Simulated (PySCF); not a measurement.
C3H4ClO2 (charge -1).
Cartesian coordinates in Å at the PBE0-D3(BJ)/def2-SVP level; atoms count from 1:
```
atom  x, y, z in Å
C1    -1.704   -0.665   -0.181
O2    -0.456   -0.853   -0.781
C3     0.488    0.059   -0.373
Cl4    0.303    1.673   -1.110
C5     1.498   -0.214    0.530
O6     2.430    0.483    0.977
H7    -2.402   -1.421   -0.585
H8    -2.107    0.342   -0.401
H9    -1.648   -0.773    0.920
H10    1.375   -1.297    0.858
```

Computed at PBE0/pcSseg-1 (PySCF, non-relativistic), with Q(17O) = −0.0256 b, Q(35Cl) = −0.0817 b: O2, 17O (I = 5/2): χzz = -11.93 MHz, η = 0.904; Cl4, 35Cl (I = 3/2): χzz = -64.15 MHz, η = 0.041; O6, 17O (I = 5/2): χzz = 8.079 MHz, η = 0.784.

Find the zero-field quadrupole resonance frequencies of 17O at O2.

From the eigenvalues of H = χ/[4I(2I − 1)] × [3Iz² − I(I + 1) + η(Ix² − Iy²)], steps between neighbouring levels, labelled as for η = 0: ±1/2↔±3/2 2.960 MHz, ±3/2↔±5/2 3.206 MHz (ether oxygen).

Find the zero-field quadrupole resonance frequencies of 35Cl at Cl4.

From ν = (|χ|/2)√(1 + η²/3): ν = 32.08 MHz (vinyl chlorine). For 37Cl the ratio of quadrupole moments, 0.7881, gives 25.29 MHz.

Find the zero-field quadrupole resonance frequencies of 17O at O6.

From the eigenvalues of H = χ/[4I(2I − 1)] × [3Iz² − I(I + 1) + η(Ix² − Iy²)], steps between neighbouring levels, labelled as for η = 0: ±1/2↔±3/2 1.843 MHz, ±3/2↔±5/2 2.215 MHz (enolate oxygen).

Apply the simplest Townes–Dailey estimate (no s hybridisation, no π bonding), ionic character = 1 − χzz/χ0, where χ0 is the coupling for one missing p electron along the bond: −109.74 MHz for 35Cl.

Cl4 on C3: 1 − (-64.15)/(-109.74) = 0.42. In this model a purely covalent bond gives χ0 and a free halide ion gives zero; s hybridisation or π bonding, where present, is counted here as ionic character.

In a crystal, neighbours and librations shift these lines. The structure is a single PBE0-D3(BJ)/def2-SVP conformer in the gas phase; no vibrational or solvent corrections. The pcSseg-1 basis has no diffuse functions, a weakness for an anion. The HOMO energy is positive at this level (+0.21 eV), so the outermost electrons may be held by the finite basis alone. The small basis limits the accuracy of the gradients.
